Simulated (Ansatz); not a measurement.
A nudged elastic band was laid between two geometries of C2H2OS (6 atoms, charge 0, multiplicity 1).

These are results of Ansatz 0.2.0, RKS revPBE-D4/def2-SVP, not measurements.

```yaml
movable_images: 5
climbing_image: yes
spring: 5.0 eV/Å²
optimiser: quadratic models (default)
start_path: IDPP
force_threshold: 0.03 eV/Å
iteration_limit: 60
end_points: relaxed
```

Image 0:

```xyz
6
Properties=species:S:1:pos:R:3
C 0.474 0.605 0.477
C -0.225 -0.297 -0.216
O -0.722 -1.538 -0.089
S -1.049 -0.715 -1.703
H 0.807 0.368 1.498
H 0.715 1.578 0.032
```

Image 6:

```xyz
6
Properties=species:S:1:pos:R:3
C 0.476 0.541 0.548
C -0.226 -0.247 -0.271
O -0.755 -0.243 -1.506
S -1.022 -1.784 -0.533
H 0.750 0.190 1.550
H 0.778 1.543 0.213
```

Q: Which bonds break or form, and what moves?

A: No bond is made or broken. The dihedral H5–C1–C2–S4 changes from -180 to 0° by way of a nearly straight angle C1–C2–S4 (up to 180°), not by a turn about the bond. The two ends are copies of one structure, up to a mirror image or an exchange of like atoms.

Q: What energy profile does the band end with?

A: It converged. The highest image is number 2 of 0 to 6, 1.53 eV above the ends, which have the same energy within 2 meV. The profile has 2 maxima (images 2, 4) with wells between them (image 3): this band takes more than one step, which may be the mechanism or a detour left from its start path. Neighbouring images differ by up to 1.4 eV, so the band resolves the path poorly. A vibrational analysis at the climbing image gives one clearly imaginary mode, 262i cm⁻¹: a first-order saddle point.

| image | path coordinate (Å) | energy (eV) | angle C1–C2–S4 (°) |
| --- | --- | --- | --- |
| 0 | 0.00 | 0.00 | 148 |
| 1 | 1.43 | 1.38 | 129 |
| 2 | 2.87 | 1.53 | 180 |
| 3 | 4.28 | 1.37 | 129 |
| 4 | 5.70 | 1.42 | 150 |
| 5 | 7.11 | 1.32 | 138 |
| 6 | 8.53 | 0.00 | 148 |

Q: What is the geometry of the highest image?

A: 
```xyz
6
Properties=species:S:1:pos:R:3:forces:R:3
C 0.725 0.621 0.667 0.01 0.00 -0.01
C -0.094 -0.086 -0.092 0.00 0.03 0.03
O -0.843 -0.724 -0.775 -0.01 -0.02 -0.02
S -1.927 -1.648 -1.773 0.00 0.00 0.00
H 0.539 0.714 1.749 0.00 0.00 0.00
H 1.600 1.123 0.223 0.00 0.00 0.00
```

The run took 6.1 min on 1 thread of Arm Neoverse V1 (shared host), peak memory 0.12 GiB.
